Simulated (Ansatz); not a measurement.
C3H5NO can be A, `CC(N)=C=O`, or B, `C1=NCOC1`.

Program: Ansatz. Geometries: PBE0-D4/def2-TZVP. ΔE: electronic, gas phase. CBS: MP2 limit from def2 TZ/QZ plus the TZ coupled-cluster correction, frozen cores. DFT in def2-TZVPP. B3LYP here is the variant with VWN-RPA as its local correlation; programs differ in this. One conformer a species, not always the lowest.

A:

```xyz
10

C     0.542    1.184    0.163
C    -0.050   -0.186    0.071
N    -0.662   -0.609   -1.152
C    -0.030   -1.027    1.082
O    -0.029   -1.797    1.955
H    -0.221    1.945   -0.025
H     1.331    1.312   -0.585
H     0.974    1.371    1.148
H    -0.203   -1.396   -1.587
H    -1.652   -0.797   -1.069
```

B:

Z-matrix (Å, degrees):
```
C
N 1 1.439
O 1 1.423 2 108.5
H 1 1.097 2 109.9 3 -120.3
H 1 1.097 2 109.8 3 120.3
C 2 1.263 1 107.2 3 -0.2
C 3 1.407 1 107.9 2 0.3
H 6 1.087 2 122.1 1 -180.0
H 7 1.099 3 111.2 1 -120.3
H 7 1.099 3 111.2 1 119.7
```

Q: Which isomer does CCSD(T)/CBS put lower? Give the gap. (Estimate.)

A: Ansatz gave: B, by 6.7 kcal/mol.

Q: Give E(B) − E(A) in kcal/mol with CCSD(T)/def2-SVP, PBE0-D4, ωB97M-V, LDA (SPW92), CCSD(T)/def2-TZVPP, B3LYP, BLYP-D4. (Estimate.)

A: Ansatz gave: CCSD(T)/def2-SVP -5.8, PBE0-D4 -5.4, ωB97M-V -5.3, LDA (SPW92) -6.2, CCSD(T)/def2-TZVPP -7.0, B3LYP -1.5, BLYP-D4 1.3. The order is the other way round with BLYP-D4.

Q: Does the order hold for the free energy at 298.15 K (harmonic terms from PBE0-D4)? (Estimate.)

A: Ansatz gave: Yes: G(B) − G(A) = -3.6 kcal/mol, for one conformer each.

Largest T1 diagnostic: 0.015.

From r2SCAN to r2SCAN0 (25 % exact exchange), in def2-TZVPP and without D4, E(B) − E(A) moves by −2.9 kcal/mol. At CCSD(T), def2-SVP lies +0.8 kcal/mol from the extrapolated value and def2-TZVPP −0.3 kcal/mol.
